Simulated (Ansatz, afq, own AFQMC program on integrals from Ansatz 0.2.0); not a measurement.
# ZrB, sextet: AFQMC among the cluster methods

```xyz
2

Zr    0.0000    0.0000    0.0000
B     0.0000    0.0000    1.8940
```

Basis def2-SVP with its core potentials. Noble-gas cores (and the filled d shells of Ga–Kr and In–Xe) are frozen. AFQMC by an in-house program on the Cholesky factors that Ansatz 0.2.0 writes for its CCSD(T) run. The CISD trial takes its coefficients from CCSD amplitudes. Released means that phaseless walkers are propagated on without the constraint, phases kept. ± is one standard error of the sampling. No spin–orbit coupling. The metal's outer-core s and p shells are frozen, which shifts wave-function levels against functionals.

Determinant: UHF, the one that the program's search chose, which needn't be the lowest solution. The geometry is a point of a scan.

No full CI on the walks' own integrals is used here; CCSDT(Q) serves as the reference and is uncertain by about the last step of the cluster series.

Cautions: no spin-orbit coupling; outer-core shells of the metal frozen; lower spins were not checked; higher spins were not checked; the released energies move by 1.5 errors or more from one time to the next, so no released level is given (meV from the phaseless value at times in 1/Eh: -31 ± 11 at 0.60, -26 ± 10 at 1.20, -10 ± 9 at 2.00, -8 ± 11 at 3.00, -47 ± 15 at 4.20), though the last usable value meets CCSDT(Q) within the noise; the ph-AFQMC/CISD walk drifts between its halves (2.3 errors).

The T1 diagnostic is 0.0323. The weight of the determinant in the CISD state is 0.892, the ⟨S²⟩ of the determinant is 8.760 and the size of the correlated space is 7 electrons in 40 orbitals.

| level | correlation energy (eV) |
| --- | --- |
| MP2 | -2.7322 |
| CCSD | -3.2468 |
| CCSD(T) | -3.4135 |

(1) Estimate where phaseless AFQMC with the Hartree–Fock trial lies against CCSD(T) on the same integrals.

(1) 119.9 ± 36.0 meV above CCSD(T).

Reference: CCSDT(Q), correlation energy -3.456 eV.

```tsv
level	E − E(reference) (meV)	share of correlation (%)
CCSD(T)	42.1	98.78
CCSDT	11.1	99.68
ph-AFQMC/HF	162.1 ± 36.0	95.31
ph-AFQMC/CISD	41.6 ± 13.0	98.80
```

A walk keeps the symmetry of its determinant, which the program's search chose and which needn't be the lowest solution, so a lower state of the same spin and another symmetry isn't excluded.
